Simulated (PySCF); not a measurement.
Compound: BH5P2.
Bonds: B1–P2, P2–P3. Hydrogens: H4, H5 on B1; H6 on P2; H7, H8 on P3.

Method used: PBE0-D3(BJ)/def2-SVP geometry optimisation, gas phase in PySCF.

Question: List the bond lengths and angles at this level.

Answer: 
| bond | length (pm) |
| --- | --- |
| B1–P2 | 184.7 |
| P2–P3 | 220.5 |
| B1–H4, B1–H5 | 120.7 |
| P2–H6 | 141.8 |
| P3–H7, P3–H8 | 142.7 |

Bonds in one row agree within 1 pm and their mean is given. A selection of angles:
| angle | degrees |
| --- | --- |
| P2–B1–H4 | 119.1 |
| H4–B1–H5 | 121.4 |
| B1–P2–P3 | 111.3 |
| B1–P2–H6 | 106.3 |
| P3–P2–H6 | 102.0 |
| P2–P3–H7 | 96.2 |
| P2–P3–H8 | 96.6 |
| H7–P3–H8 | 93.5 |

B1 (three-coordinate boron) is planar (angles 121.4°, 119.1° and 118.9°, sum 359.4°, 0.06 Å off the plane of its three neighbours). P3 (three-coordinate phosphorus) is pyramidal (angles 96.6°, 96.2° and 93.5°, sum 286.4°, 0.83 Å off the plane of its three neighbours). P2 (three-coordinate phosphorus) is pyramidal (angles 111.3°, 106.3° and 102.0°, sum 319.6°, 0.67 Å off the plane of its three neighbours).

PBE0-D3(BJ)/def2-SVP frequencies: not computed here. The numbers are those of one conformer (H–B1–P2–P3 44° and -145°, B1–P2–P3–H -21° and -115°).

The run took 19 s wall on Arm Neoverse V1, one thread, shared host, and the process peaked at 0.32 GiB of memory. This is the geometry optimisation.
